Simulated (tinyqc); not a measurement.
Stretching all distances: RHF, UHF, MP2, CISD and CCSD against full CI in the sto-3g basis, for H3O+, spin multiplicity 1. Computed by the program tinyqc with PySCF. Command: `OMP_NUM_THREADS=1 python tinyqc.py 112454 112455 out.jsonl`; one thread of a shared host (Intel(R) Xeon(R) Processor @ 2.60GHz), about 50 s.

Geometry (angstrom):
```
atom        x        y       z
O      0.0000   0.0000  0.0980
H      0.9480   0.0000  0.0000
H     -0.4740   0.8210  0.0000
H     -0.4740  -0.8210  0.0000
```

All coordinates are multiplied by the scale. c0^2 is the weight of the RHF determinant in the lowest singlet FCI state (UHF is spin-contaminated and may lie near states of higher spin) and n(LUMO) the first natural occupation beyond the occupied space.

Full CI energy (hartree) and errors against it (kcal/mol):
```
scale  distance 1-2 (angstrom)     E(FCI)      RHF     UHF     MP2    CISD   CCSD  <S^2> UHF   c0^2  n(LUMO)
0.970                    0.924  -75.36798   33.161  33.161   7.430   0.634  0.203      0.000  0.978    0.016
1.110                    1.058  -75.38149   42.988  42.988  10.171   1.196  0.383      0.000  0.965    0.025
1.240                    1.182  -75.32299   54.059  54.059  13.334   2.093  0.675      0.000  0.946    0.037
1.380                    1.315  -75.23199   68.713  68.713  17.706   3.812  1.221      0.000  0.912    0.057
1.520                    1.449  -75.13814   87.414  87.256  23.914   7.292  2.162      0.112  0.837    0.091
1.660                    1.582  -75.05794  113.179  58.914  34.647  15.658  3.718      1.827  0.602    0.207
```

UHF parts from RHF first at scale 1.52 of those listed, where <S^2> leaves zero. The weight c0^2 goes from 0.98 to 0.60 and n(LUMO) from 0.02 to 0.21: static correlation grows as the bonds break into open-shell fragments. The spread of the error along the curve, which distorts its shape, is CCSD 3.5, CISD 15.0, MP2 27.2, UHF 54.1, RHF 80.0 kcal/mol. The table stops here: at scale 1.8 and beyond, the reference weight falls under 0.45 or RHF, UHF or CCSD hop between solutions, so those rows were left out and the spreads given cover only the rows shown. As computed, partly on other solutions, the errors there reach in size RHF 185, UHF 41, MP2 69, CISD 51, CCSD 49 kcal/mol.
